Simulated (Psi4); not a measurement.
**One shape, several levels: PH (SMILES [PH])**

Aim: a comparison of 4 runs (UHF/3-21G, UB3LYP/6-31G*, UHSE06/cc-pVTZ, UTPSSh/cc-pVTZ) of PH. 

The calculation is run with Psi4 1.11.

1 further run of the same task is left out (set aside as unsound or not needed).

**1. The molecule**

PH: 2 atoms, total charge 0, spin state triplet. SMILES: `[PH]`. The P1–H2 distance was set to 1.643 Å, away from the relaxed value.

Bond lengths: P1–H2 1.643 Å.

**2. Energy and gradient at UHF/3-21G (run 1)**

Input file input.json:

```json
{
 "schema_name": "qcschema_input",
 "schema_version": 1,
 "molecule": {
  "schema_name": "qcschema_molecule",
  "schema_version": 2,
  "symbols": ["P", "H"],
  "geometry": [0.0, 0.0, -0.43240713, 0.0, 0.0, 2.67146803],
  "molecular_charge": 0,
  "molecular_multiplicity": 3,
  "fix_symmetry": "c1"
 },
 "driver": "gradient",
 "model": {
  "method": "hf",
  "basis": "3-21G"
 },
 "keywords": {
  "reference": "uhf",
  "puream": true,
  "e_convergence": 1e-09,
  "d_convergence": 1e-08,
  "scf_type": "pk",
  "maxiter": 100,
  "scf_properties": ["MULLIKEN_CHARGES", "MAYER_INDICES", "QUADRUPOLE"]
 }
}
```

On the command line:

```sh
$ psi4 --qcschema input.json -n 1 --memory 2200MB
```

stdout:

```text
[...]
  Running in c1 symmetry.
[...]
  Nuclear repulsion =    4.832668592250984
[...]
  Multiplicity = 3
[...]
  Nalpha       = 9
  Nbeta        = 7
[...]
    Number of basis functions: 15
[...]
   @UHF iter   1:  -339.53181948020421   -6.75850e-01   5.62915e-03 ADIIS/DIIS
[...]
   @UHF iter  12:  -339.54307956660892    2.84217e-13   1.42942e-09 DIIS
[...]
   @S^2 Observed:                2.033885657E+00
[...]
    Orbital Energies [Eh]
    ---------------------
    Alpha Occupied:
       1A    -79.416781     2A     -7.484104     3A     -5.375653
       4A     -5.375653     5A     -5.364004     6A     -0.838780
       7A     -0.443247     8A     -0.390779     9A     -0.390779
    Alpha Virtual:
      10A      0.146334    11A      0.541367    12A      0.595453
      13A      0.595453    14A      0.630506    15A      1.221462
    Beta Occupied:
       1A    -79.402238     2A     -7.467210     3A     -5.350697
[...]
  @UHF Final Energy:  -339.54307956660892
   => Energetics <=
    Nuclear Repulsion Energy =              4.8326685922509842
    One-Electron Energy =                -479.6893759124127428
    Two-Electron Energy =                 135.3136277535527938
    Total Energy =                       -339.5430795666089807
  UHF NO Occupations:
  HONO-2 :    7  A 1.9830510
  HONO-1 :    8  A 1.0000000
[...]
 Multipole Moments:
 ------------------------------------------------------------------------------------
     Multipole            Electronic (a.u.)      Nuclear  (a.u.)        Total (a.u.)
 ------------------------------------------------------------------------------------
 L = 1.  Multiply by 2.5417464519 to convert [e a0] to [Debye]
 Dipole X            :         -0.0000000            0.0000000           -0.0000000
 Dipole Y            :          0.0000000            0.0000000            0.0000000
 Dipole Z            :         -1.3595542            1.5388931            0.1793390
 Magnitude           :                                                    0.1793390
 L = 2.  Multiply by 1.3450342976 to convert [e a0^2] to [Debye ang]
 Quadrupole XX       :        -10.8017491            0.0000000          -10.8017491
 Quadrupole XY       :         -0.0000000            0.0000000           -0.0000000
[...]
  Mulliken Charges: (a.u.)
   Center  Symbol    Alpha    Beta     Spin     Total
       1     P     8.58560  6.34009  2.24551  0.07430
       2     H     0.41440  0.65991 -0.24551 -0.07430
   Total alpha =  9.00000, Total beta =  7.00000, Total charge =  0.00000
  Mayer Bond Indices:
  Total Bond Index:
  Irrep: 1 Size: 2 x 2
                 1                   2
[...]
  -Total Gradient:
     Atom            X                  Y                   Z
    ------   -----------------  -----------------  -----------------
       1       -0.000000000000     0.000000000000    -0.042788559705
       2        0.000000000000    -0.000000000000     0.042788559705
[...]
```

The result, in JSON:

```text
{
 "driver": "gradient",
 "model": {
  "method": "hf",
  "basis": "3-21G"
 },
 "success": true,
 "return_result": [-1.3157114251176073e-17, 6.854058444730292e-17, -0.042788559704783624, 1.3157114251186211e-17, -6.85405844472941e-17, 0.042788559704717816],
 "properties": {
  "calcinfo_nbasis": 15,
  "calcinfo_nmo": 15,
  "calcinfo_nalpha": 9,
  "calcinfo_nbeta": 7,
  "calcinfo_natom": 2,
  "nuclear_repulsion_energy": 4.832668592250984,
  "return_energy": -339.5430795666089,
  "return_gradient": [-1.3157114251176073e-17, 6.854058444730292e-17, -0.042788559704783624, 1.3157114251186211e-17, -6.85405844472941e-17, 0.042788559704717816],
  "scf_one_electron_energy": -479.68937591241274,
  "scf_two_electron_energy": 135.3136277535528,
  "scf_dipole_moment": [-2.0989705832014265e-15, 1.02259048134241e-15, 0.17933896816163397],
  "scf_total_energy": -339.5430795666089,
  "scf_total_gradient": [-1.3157114251176073e-17, 6.854058444730292e-17, -0.042788559704783624, 1.3157114251186211e-17, -6.85405844472941e-17, 0.042788559704717816],
  "scf_iterations": 12
 }
}
```

It took 5.7 s on 1 thread of Intel Xeon at 2.50GHz (Skylake/Cascade Lake), shared host; peak memory 0.18 GiB.

**3. Energy and gradient at UB3LYP/6-31G(d) (spherical functions) (run 2)**

Input file job.in:

```
memory 2200 mb

molecule system {
  0 3
  P      0.000000     0.000000    -0.228820
  H      0.000000     0.000000     1.413680
  symmetry c1
  no_reorient
  no_com
}

set {
  basis                6-31G*
  reference            uks
  puream               true
  e_convergence        1e-09
  d_convergence        1e-08
  scf_type             pk
  dft_radial_points    99
  dft_spherical_points 590
  maxiter              100
}

E, wfn = gradient('b3lyp', return_wfn=True)
oeprop(wfn, 'MULLIKEN_CHARGES', 'QUADRUPOLE', 'DIPOLE', title='B3LYP')
print_variables()
```

On the command line:

```sh
$ psi4 job.in job.out -n 1
```

job.out, shortened:

```text
[...]
  Running in c1 symmetry.
[...]
  Nuclear repulsion =    4.832668590593608
[...]
  Multiplicity = 3
[...]
  Nalpha       = 9
  Nbeta        = 7
[...]
    Number of basis functions: 20
[...]
   @UKS iter   1:  -341.85046335370902   -3.90517e-01   6.03796e-03 ADIIS/DIIS
[...]
   @UKS iter  10:  -341.86339829259026   -2.27374e-13   9.82502e-10 DIIS
[...]
   @S^2 Observed:                2.005711949E+00
[...]
  @UKS Final Energy:  -341.86339829259026
   => Energetics <=
    Nuclear Repulsion Energy =              4.8326685905936078
    One-Electron Energy =                -481.7671497008374786
    Two-Electron Energy =                 154.0202183414924377
    DFT Exchange-Correlation Energy =     -18.9491355238387733
    Empirical Dispersion Energy =           0.0000000000000000
    VV10 Nonlocal Energy =                  0.0000000000000000
    Total Energy =                       -341.8633982925902046
[...]
  -Total Gradient:
     Atom            X                  Y                   Z
    ------   -----------------  -----------------  -----------------
       1        0.000000000000    -0.000000000000    -0.048506481526
       2        0.000000000000     0.000000000000     0.048506455596
[...]
 Multipole Moments:
 ------------------------------------------------------------------------------------
     Multipole            Electronic (a.u.)      Nuclear  (a.u.)        Total (a.u.)
 ------------------------------------------------------------------------------------
 L = 1.  Multiply by 2.5417464519 to convert [e a0] to [Debye]
 Dipole X            :          0.0000000            0.0000000            0.0000000
 Dipole Y            :          0.0000000            0.0000000            0.0000000
 Dipole Z            :          3.9202165           -3.8146390            0.1055775
 Magnitude           :                                                    0.1055775
 L = 2.  Multiply by 1.3450342976 to convert [e a0^2] to [Debye ang]
 Quadrupole XX       :        -10.6202723            0.0000000          -10.6202723
 Quadrupole XY       :         -0.0000000            0.0000000           -0.0000000
[...]
  Mulliken Charges: (a.u.)
   Center  Symbol    Alpha    Beta     Spin     Total
[...]
```

Run time: 12 s. Hardware: 1 thread of Intel Xeon at 2.50GHz (Skylake/Cascade Lake), shared host; peak memory 0.27 GiB.

Run 3 isn't shown in full; the table further down has it.

**4. Energy and gradient at UTPSSh/cc-pVTZ (run 4)**

Input file hp.json:

```json
{
  "schema_name": "qcschema_input",
  "schema_version": 1,
  "molecule": {
    "schema_name": "qcschema_molecule",
    "schema_version": 2,
    "symbols": ["P", "H"],
    "geometry": [0.0, 0.0, -0.43240713, 0.0, 0.0, 2.67146803],
    "molecular_charge": 0,
    "molecular_multiplicity": 3,
    "fix_symmetry": "c1",
    "fix_com": true,
    "fix_orientation": true
  },
  "driver": "gradient",
  "model": {
    "method": "tpssh",
    "basis": "cc-pVTZ"
  },
  "keywords": {
    "reference": "uks",
    "puream": true,
    "e_convergence": 1e-09,
    "d_convergence": 1e-08,
    "scf_type": "pk",
    "dft_radial_points": 99,
    "dft_spherical_points": 590,
    "maxiter": 100,
    "scf_properties": ["WIBERG_LOWDIN_INDICES", "DIPOLE", "MULLIKEN_CHARGES"]
  }
}
```

On the command line:

```sh
$ psi4 --qcschema hp.json -n 1 --memory 2200MB
```

stdout, shortened:

```text
[...]
  Running in c1 symmetry.
[...]
  Nuclear repulsion =    4.832668592250984
[...]
  Multiplicity = 3
[...]
  Nalpha       = 9
  Nbeta        = 7
[...]
    Number of basis functions: 48
[...]
   @UKS iter   1:  -341.87840196054020   -3.74557e-01   4.58531e-03 ADIIS/DIIS
[...]
   @UKS iter  11:  -341.89681192333541   -1.36424e-12   9.34148e-10 DIIS
[...]
   @S^2 Observed:                2.009991492E+00
[...]
  @UKS Final Energy:  -341.89681192333541
   => Energetics <=
    Nuclear Repulsion Energy =              4.8326685922509842
    One-Electron Energy =                -481.7516204115386245
    Two-Electron Energy =                 156.2512278087885420
    DFT Exchange-Correlation Energy =     -21.2290879128362810
    Empirical Dispersion Energy =           0.0000000000000000
    VV10 Nonlocal Energy =                  0.0000000000000000
    Total Energy =                       -341.8968119233354059
[...]
 Multipole Moments:
 ------------------------------------------------------------------------------------
     Multipole            Electronic (a.u.)      Nuclear  (a.u.)        Total (a.u.)
 ------------------------------------------------------------------------------------
 L = 1.  Multiply by 2.5417464519 to convert [e a0] to [Debye]
 Dipole X            :          0.0000000            0.0000000            0.0000000
 Dipole Y            :          0.0000000            0.0000000            0.0000000
 Dipole Z            :          3.8954317           -3.8146389            0.0807928
 Magnitude           :                                                    0.0807928
[...]
  Mulliken Charges: (a.u.)
   Center  Symbol    Alpha    Beta     Spin     Total
       1     P     8.52087  6.46295  2.05792  0.01617
       2     H     0.47913  0.53705 -0.05792 -0.01617
   Total alpha =  9.00000, Total beta =  7.00000, Total charge = -0.00000
  Wiberg Bond Indices using Orthogonal Lowdin Orbitals:
  Total Bond Index:
  Irrep: 1 Size: 2 x 2
                 1                   2
[...]
  -Total Gradient:
     Atom            X                  Y                   Z
    ------   -----------------  -----------------  -----------------
       1       -0.000000000000    -0.000000000001    -0.050830228729
       2        0.000000000000     0.000000000000     0.050830533269
[...]
```

The result, in JSON:

```text
{
 "driver": "gradient",
 "model": {
  "method": "tpssh",
  "basis": "cc-pVTZ"
 },
 "success": true,
 "return_result": [-3.4686102803384876e-13, -5.158665796493175e-13, -0.050830228729148164, 1.9279971077519605e-15, 2.6609520598815663e-15, 0.05083053326873094],
 "properties": {
  "calcinfo_nbasis": 48,
  "calcinfo_nmo": 48,
  "calcinfo_nalpha": 9,
  "calcinfo_nbeta": 7,
  "calcinfo_natom": 2,
  "nuclear_repulsion_energy": 4.832668592250984,
  "return_energy": -341.8968119233354,
  "return_gradient": [-3.4686102803384876e-13, -5.158665796493175e-13, -0.050830228729148164, 1.9279971077519605e-15, 2.6609520598815663e-15, 0.05083053326873094],
  "scf_one_electron_energy": -481.7516204115386,
  "scf_two_electron_energy": 156.25122780878854,
  "scf_xc_energy": -21.22908791283628,
  "scf_dipole_moment": [7.49685416866998e-15, 1.3517124028209313e-15, 0.08079275135875008],
  "scf_total_energy": -341.8968119233354,
  "scf_total_gradient": [-3.4686102803384876e-13, -5.158665796493175e-13, -0.050830228729148164, 1.9279971077519605e-15, 2.6609520598815663e-15, 0.05083053326873094],
  "scf_iterations": 11
 }
}
```

Run time: 35 s. Hardware: 1 thread of Intel Xeon at 2.50GHz (Skylake/Cascade Lake), shared host; peak memory 0.79 GiB.

**5. Overview of the runs**

```csv
run,level,integration grid,task,energy (Eh),dipole moment (D),HOMO energy (eV),LUMO energy (eV),wall time
1,UHF/3-21G,–,gradient,-339.543080,0.46,-10.63,1.30,5.7 s
2,UB3LYP/6-31G* (spherical functions),99 radial × 590 angular,gradient,-341.863398,0.27,-7.00,-3.27,12 s
3,UHSE06/cc-pVTZ,99 radial × 590 angular,energy,-341.763314,0.20,-7.01,-3.24,27 s
4,UTPSSh/cc-pVTZ,99 radial × 590 angular,gradient,-341.896812,0.21,-6.81,-3.39,35 s
```

**6. Summary of results**

| quantity | value |
| --- | --- |
| run 4: total energy | -341.89681 Eh |
| run 4: dipole moment | 0.21 D |
| run 4: HOMO energy (highest over α and β) | -6.81 eV |
| run 4: LUMO energy (lowest over α and β) | -3.39 eV |
| run 4: ⟨S²⟩ | 2.010 |
| run 4: largest force on an atom | 2.614 eV/Å |

What this shows: The dipole moment (its size) runs from 0.20 D (UHSE06/cc-pVTZ) to 0.46 D (UHF/3-21G). The two ends differ in method and basis. Totals of different functionals can't be ranked against each other. All runs together took 80 s, the longest 35 s.
